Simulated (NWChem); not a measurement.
hydrazine (N2H4); SMILES NN

Computed with NWChem. Each level has its own optimisation. Computed dipoles belong to the equilibrium geometry; the measured one is vibrationally averaged.

Measured dipole moment: 1.75 D (NIST CCCBDB, as tabulated in the package chemicals).

```csv
level,dipole moment (D),computed − measured
Hartree-Fock/3-21G,2.22,+0.47
B3LYP/3-21G,…,…
"LDA (Slater exchange, VWN5)/def2-SVP",1.91,+0.16
PBE-D3(BJ)/def2-SVP,…,…
```

Task: Fill in the missing entries.

Result: 
- B3LYP/3-21G, dipole moment (D): 2.26
- B3LYP/3-21G, computed − measured: +0.51
- PBE-D3(BJ)/def2-SVP, dipole moment (D): 2.04
- PBE-D3(BJ)/def2-SVP, computed − measured: +0.29
